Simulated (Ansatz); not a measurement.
The parent structure is Pt in the fcc (Cu type) structure (space group Fm-3m, No. 225; a = 3.940 Å).

Computed with DFT with r2SCAN, PAW potentials and a 500 eV plane-wave cutoff in Ansatz (a quantum-chemistry and plane-wave program), no SOC.

Perturbation: Ir takes the place of Pt on all its sites, then cell and atoms are relaxed.

Measured lattice parameter a: Pt 3.913 Å (static lattice; corrected from measurement; as listed in Daniel Mejia-Rodriguez, S. B. Trickey, Phys. Rev. B (2018)); Ir 3.831 Å (static lattice; corrected from measurement; as listed in Daniel Mejia-Rodriguez, S. B. Trickey, Phys. Rev. B (2018)).

### Question
How well does r2SCAN reproduce the measured shift?

### Answer
With r2SCAN the lattice parameter a moves by -0.096 Å (3.940 → 3.844) against -0.082 Å measured.

No phonon test of stability was made. The final runs are not spin-polarised.
